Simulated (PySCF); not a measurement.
Molecule: `InChI=1S/CClF3/c2-1(3,4)5`.

Molfile (atoms numbered from 1):
```
CClF3
     RDKit          3D

  5  4  0  0  0  0  0  0  0  0999 V2000
   -0.6415   -0.2154   -1.1662 F   0  0  0  0  0  0  0  0  0  0  0  0
   -0.0793    0.0008    0.0066 C   0  0  0  0  0  0  0  0  0  0  0  0
   -0.4777    1.1732    0.4591 F   0  0  0  0  0  0  0  0  0  0  0  0
   -0.4746   -0.9352    0.8464 F   0  0  0  0  0  0  0  0  0  0  0  0
    1.6730   -0.0233   -0.1459 Cl  0  0  0  0  0  0  0  0  0  0  0  0
  1  2  1  0
  2  3  1  0
  2  4  1  0
  2  5  1  0
M  END
```

Geometry PBE0-D3(BJ)/def2-SVP throughout; GIAO in PySCF 2.14.0 with density-fitted response routines, gas phase, one conformer, non-relativistic; equivalent atoms averaged; basis pcSseg-2.

For orientation, mPW1PW91 gives these absolute shieldings σ: F1/F3/F4 210.5, C2 42.1, Cl5 581.9 ppm.

A run gave: F1/F3/F4 199.8, C2 43.7, Cl5 604.6 ppm (absolute shieldings σ).

**Question.** Which functional was used in that run?
A. HF
B. B97-D
C. OPBE
D. PBE

**Answer.** C. Cl5 tells them apart best: OPBE gives 604.6, PBE gives 560.9, B97-D gives 563.9, HF gives 640.4 ppm.
